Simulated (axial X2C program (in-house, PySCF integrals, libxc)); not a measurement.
# CS: cheaper levels and CCSD(T), with spin–orbit coupling

Calculated with an in-house relativistic program for diatomic molecules. Two-component (2c) means X2C with spin–orbit coupling and atomic mean-field two-electron Coulomb and Gaunt terms. Basis: S dyall-av3z [9s8p3d2f], C dyall-v3z [7s6p2d1f] (cores contracted in-house); Gaussian nuclei, density fitting, unrestricted open shells. Masses: S 31.972 u, C 12.000 u.

State: Ω = 0 (closed shell); fragments S + C.

| level | Re (Å) | ωe (cm⁻¹) | De (eV) |
| --- | --- | --- | --- |
| PBE0 | 1.533 | 1325.8 | 7.21 |
| HF | 1.514 | 1419.2 | 4.13 |
| MP2 | 1.542 | 1298.2 | 7.40 |
| CCSD | 1.537 | 1324.9 | 6.71 |
| BHandHLYP | 1.520 | 1372.6 | 6.52 |

Correlated methods: 10 electrons correlated (number of frozen shells: S 2 s, 1 p; C 1 s), 172 virtual spin orbitals or spinors in MP2, 90 natural virtuals in coupled cluster.

CCSD(T), same Hamiltonian and basis:

Re = 1.548 Å, ωe = 1271.2 cm⁻¹, De = 7.09 eV; T1 = 0.025 (Lee–Taylor normalisation).

**Question.** Give the differences from CCSD(T) in the columns below.

**Answer.** 

```
    level  ΔRe (Å)  Δωe (cm⁻¹)  ΔDe (eV)
     PBE0   -0.015          55      0.12
       HF   -0.034         148     -2.96
      MP2   -0.006          27      0.31
     CCSD   -0.011          54     -0.38
BHandHLYP   -0.028         101     -0.57
```

Occupations by symmetry block were frozen at the best pattern of an incomplete PBE0 search. The closed shell is kept restricted, so the energy runs too high when the bond is stretched far. De is counted from the lowest determinant-based energies of the atoms at the same level, without counterpoise correction. CCSD and (T) use frozen natural virtuals with an MP2 correction for the truncation; (T) itself is uncorrected, so its De runs slightly low. The 2c atoms are single determinants rather than J levels; their spin–orbit lowering is only partly caught, and De is too large by that part. This holds for PBE0, MP2, CCSD, BHandHLYP, CCSD(T). The functionals have no current-density term, which raises determinants with orbital currents, atoms included.
